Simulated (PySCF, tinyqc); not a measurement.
Starting guesses with plain Roothaan steps: SCF starting guesses in the sto-3g basis, for LiH, spin multiplicity 1. Computed by the program tinyqc with PySCF. RHF with one setting changed at a time; a run stops when the energy changes by less than 1e-09 hartree and the error matrix is below 1e-5. Starts: the lowest orbitals of the core Hamiltonian, of the Wolfsberg-Helmholz matrix (K = 1.75), projected atomic densities, random orbitals, and the highest orbitals of the core Hamiltonian (a deliberately bad start).

Geometry (angstrom):
```
atom,x,y,z
Li,0.0000,0.0000,0.0000
H,0.0000,0.0000,2.1630
```

lowest restricted solution found by these runs and by PySCF = -7.812411 hartree

Largest element of the error matrix X^T (FDS - SDF) X:
```
iteration,core,Wolfsberg-Helmholz,atomic densities,random,highest core orbitals
1,1.8e-01,4.2e-02,1.0e-01,1.7e+00,1.3e-01
2,1.9e-02,2.6e-02,7.9e-02,1.7e-01,1.8e-01
3,7.1e-03,1.6e-02,1.0e-02,2.3e-02,2.7e-01
4,3.9e-03,9.1e-03,5.9e-03,4.7e-03,1.2e-02
5,2.1e-03,5.1e-03,3.0e-03,2.2e-03,2.8e-03
6,1.2e-03,2.8e-03,1.6e-03,1.0e-03,1.4e-03
8,3.4e-04,8.5e-04,4.6e-04,2.2e-04,4.1e-04
10,1.0e-04,2.5e-04,1.3e-04,6.4e-05,1.2e-04
14,8.6e-06,2.1e-05,1.1e-05,5.5e-06,1.0e-05
```

How each run ends:
```
run,iterations,E (hartree),state
core,15,-7.81241,lowest found
Wolfsberg-Helmholz,16,-7.81241,lowest found
atomic densities,15,-7.81241,lowest found
random,14,-7.81241,lowest found
highest core orbitals,15,-7.81241,lowest found
```

What does the comparison show, and why?

5 of 5 runs reach the lowest restricted solution found, in 14 to 16 iterations (fastest: random). The first errors are 2e-01, 4e-02, 1e-01, 2e+00, 1e-01. The restricted reference is unstable here: a spin-polarised solution lies 0.0032 hartree lower (PySCF), so results built on it describe a poor reference.
